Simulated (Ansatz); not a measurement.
Ga₂O₃ (C2/m, No. 12) was calculated with LDA in Ansatz (plane waves, PAW).

Settings: plane-wave cutoff 500 eV, 14×14×8 k mesh (along the axes of the cell as run), gaussian smearing 0.02 eV, scalar-relativistic PAW data made under PBE.

Cell (relaxed at this level):

Space group C2/m (No. 12); a = 12.1361 Å, b = 3.0158 Å, c = 5.7510 Å, α = γ = 90.00°, β = 103.74°

```csv
atom,site,symmetry,x,y,z
Ga,4i,m,0.1589,0.5000,0.3143
Ga,4i,m,0.0907,0.0000,0.7951
O,4i,m,0.4964,0.0000,0.2558
O,4i,m,0.1731,0.0000,0.5622
O,4i,m,0.1657,0.0000,0.1093
```
(The calculation used a cell of 10 atoms; values per cell refer to that cell.)

Q: Predict the band gap.

A: 
- band gap = 2.50 eV (on the SCF k mesh)

Measured, for comparison: band gap 4.85 ± 0.1 eV (room temperature, not corrected to a static lattice, ARPES, indirect, as cited; as tabulated in Mengle et al. (2016), arXiv:1902.02681).

Note: the relaxation could not lower the start's symmetry, so the cell can be a saddle point above a distorted one.

Spin–orbit coupling is not included.

The computed numbers hold no vibrational or temperature effects.

Cost on a shared machine: roughly 19 core-minutes.

Ansatz is a program for electronic structure.
